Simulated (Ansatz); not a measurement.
**BH2+ (quintet): the correlation ladder, cc-pVQZ**

An exercise on one series of results from a longer session: the logs are not shown, and one member is left open.

Computed with Ansatz 0.2.0, Gaussian basis. Level: cc-pVQZ, core rule «outside noble gas», up to 1 orbitals frozen.

The runs, in order: UHF; CCSD(T) on ROHF; CCSD(T) on UHF; BCCD(T) on ROHF; CCSDT(Q) on ROHF; CCSDT(Q) on UHF; Full CI.

6 further runs of the same task are left out: 2 for a known fault of the program, 4 set aside as unsound or not needed.

### The system

The geometry is a PBE0/def2-TZVP stationary point (not a proven minimum) of the parent state, kept for this charge and spin.

3 atoms, charge 1, spin multiplicity 5.

Atoms are counted from 1 here; the program's logs count them from 0.

Bond lengths: B1–H2 1.291 Å, B1–H3 1.291 Å. Angles: H2–B1–H3 66.8°.

The first run:

Contents of in.yaml:

```yaml
crystal:
  periodic: [false, false, false]
  atoms:
    - {symbol: B, position_ang: [0.000000, 0.000000, -0.169375]}
    - {symbol: H, position_ang: [0.000000, 0.710556, 0.908347]}
    - {symbol: H, position_ang: [0.000000, -0.710556, 0.908347]}
basis:
  gaussian: {orbitals: cc-pVQZ}
total_charge: 1
magnetization: {spin_polarized: true, initial_magnetization: 4}
hamiltonian: {xc: hf}
output: {orbitals: {seedname: orbitals}}
```

Run with:

```
$ ansatz run in.yaml --threads 1 --pin off --events-out ev --progress --plain --max-ram 2816MiB --backend cpu
```

Among the steps run: UHF; CCSD(T) on ROHF; CCSD(T) on UHF; BCCD(T) on ROHF; CCSDT(Q) on ROHF; CCSDT(Q) on UHF; Full CI.

One table of the session follows, with a row left open; its other results are not shown here.

It belongs to the step «Misses and costs». 

| method | from FCI (kJ/mol) |
| --- | --- |
| ROHF | ? |
| UHF | +71.3 |
| RMP2 | +18.9 |
| UMP2 | +18.9 |
| RCCSD | +1.1 |
| UCCSD | +1.0 |
| RCCSD(T) | +0.2 |
| UCCSD(T) | +0.1 |
| BCCD(T) | +0.2 |
| RCCSDT | 0.0 |
| UCCSDT | -0.1 |
| RCCSDT(Q) | 0.0 |
| UCCSDT(Q) | -0.1 |
| FCI | 0 |

Estimate the missing values for ROHF.

As computed: from FCI (kJ/mol): +71.4. In the column «from FCI (kJ/mol)» it is the highest.

To keep in mind: Levels on UHF freeze UHF's core orbitals, full CI those of ROHF, so the U rows can settle a little off it for that reason alone. Restricted and unrestricted rows rest on different reference determinants; where their highest levels disagree by more than a few hundredths of an eV, they describe different states and don't form one ladder.
